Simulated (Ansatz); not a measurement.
System: zinc-blende MgS (metastable phase). Method: PBEsol (PAW; Ansatz, an electronic-structure program).

Settings: plane-wave cutoff 500 eV, 10×10×10 k mesh, gaussian smearing 0.02 eV, scalar-relativistic PAW data made under PBE.

Cell (relaxed at this level):

Space group F-43m (No. 216); a = 5.6514 Å, b = 5.6514 Å, c = 5.6514 Å, α = 90.00°, β = 90.00°, γ = 90.00°

```json
[
 {"atom": "Mg", "site": "4a", "symmetry": "-43m", "x": "0.0000", "y": "0.0000", "z": "0.0000"},
 {"atom": "S", "site": "4d", "symmetry": "-43m", "x": "0.7500", "y": "0.7500", "z": "0.7500"}
]
```
(The calculation used a cell of 2 atoms; values per cell refer to that cell.)

**Question.** Estimate the band gap that the calculation returns.

**Answer.** 
- band gap: 3.32 eV (on the SCF k mesh)

Measured, for comparison: band gap 4.78 ± 0.1 eV (temperature not stated, extrapolated in composition from an alloy gap of 4.19 eV, direct; extrapolated from a Zn0.2Mg0.8S0.645Se0.355 epilayer; as tabulated in Lucero et al. (2012), arXiv:1111.4515). Computed (rounded) less measured: band gap -1.46 eV.

Static lattice: no zero-point or thermal effects.
